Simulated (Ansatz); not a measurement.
System: cubic perovskite KTaO3. Method: r²SCAN+SOC in Ansatz (plane waves, PAW).

Run with plane-wave cutoff 560 eV, 8×8×8 k mesh, Fermi–Dirac smearing 0.01 eV, PAW data made under PBE.

The cell has the measured lattice: a = b = c = 3.989 Å, α = β = γ = 90.00°.

Task: Estimate the band gap and smallest direct gap on the k points sampled that the calculation returns.

Result: 
- band gap: 2.48 eV (indirect)
- smallest direct gap on the k points sampled: 3.07 eV

Measured, for comparison: band gap 3.64 eV (temperature not stated, no zero-point or thermal correction, indirect; as tabulated in Himmetoglu and Janotti (2016), arXiv:1601.06205). Computed (rounded) less measured: band gap -1.16 eV.

Note: cell and atoms aren't relaxed at this level.

Static lattice: no zero-point or thermal effects.

Computing time: about 2.1 core-minutes (a rough figure).

Ansatz is a program for electronic structure.
